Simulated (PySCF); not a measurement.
Ionisation energy along the 16-electron series

Calculated with PySCF 2.14 and a two-component X2C-1e Hamiltonian (Gaussian nucleus, no Breit or QED terms), each ion in its own even-tempered basis scaled to its charge; GMP2 freezes 1s2 and drops the highest virtual spinors. Values in eV. NIST values: (m) measured, (s) semi-empirical, (t) theoretical.

| ion | configuration | GHF (screened spin-orbit) | GMP2 (screened spin-orbit) | NIST |
| --- | --- | --- | --- | --- |
| S | [Ne] 3s2 3p4 | 9.087 | 9.588 | 10.360 (m) |
| Ar(2+) | [Ne] 3s2 3p4 | 39.270 | 40.050 | 40.735 ± 0.012 (s) |

Question: Fill in the row of Cl+.

Answer: configuration: [Ne] 3s2 3p4; GHF (screened spin-orbit): 22.448; GMP2 (screened spin-orbit): 23.184; NIST: 23.814 (m).
